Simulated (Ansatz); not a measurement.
HfCo2 (Fd-3m)

Theory: DFT r2SCAN, scalar-relativistic, plane waves, PAW in Ansatz 0.2.0.

Cutoff 500 eV; k points 10×10×10 on the computed 6-atom cell (Γ-centred); Gaussian smearing, width 0.10 eV; collinear spin from starting moments -0.3 -0.3 1.48 1.48 1.48 1.48 μB.

The structure is relaxed at this level of theory with its symmetry kept. Whether it is the stable form of this composition wasn't checked.

```
CELL_PARAMETERS angstrom
0.00000 3.44478 3.44478
3.44478 0.00000 3.44478
3.44478 3.44478 0.00000
ATOMIC_POSITIONS crystal
Hf 0.50000 0.50000 0.50000
Hf 0.75000 0.75000 0.75000
Co 0.12500 0.12500 0.12500
Co 0.62500 0.12500 0.12500
Co 0.12500 0.12500 0.62500
Co 0.12500 0.62500 0.12500
```

```
Space group                                                       : Fd-3m (No. 227)
Volume per atom                                                   : 13.63 Å³
Formation energy from the elements' standard states (uncorrected) : -0.296 eV/atom
Generalised Kohn–Sham band gap                                    : none (metal)
Density of states at the Fermi level                              : 2.61 states/eV per cell
Löwdin character within 0.5 eV of the Fermi level                 : Co 3d 63 %, Hf 5d 26 %, unprojected 5 %
Bulk modulus                                                      : 184 GPa
Its pressure derivative                                           : 4.5
Bader charges (e)                                                 : Hf (2 in the cell) 1.42, Co (4 in the cell) -0.71
Total moment                                                      : 4.07 μB per cell
Site moments (μB; atoms counted from 1 over the whole cell)       : Hf (atom 1) -0.28, Hf (atom 2) -0.28, Co (atom 3) 1.34, Co (atom 4) 1.34, Co (atom 5) 1.34, Co (atom 6) 1.34
```

The state reached may not be the lowest one. Spin-orbit coupling is left out, which matters for the bands of heavy elements.

Only this magnetic start was tried.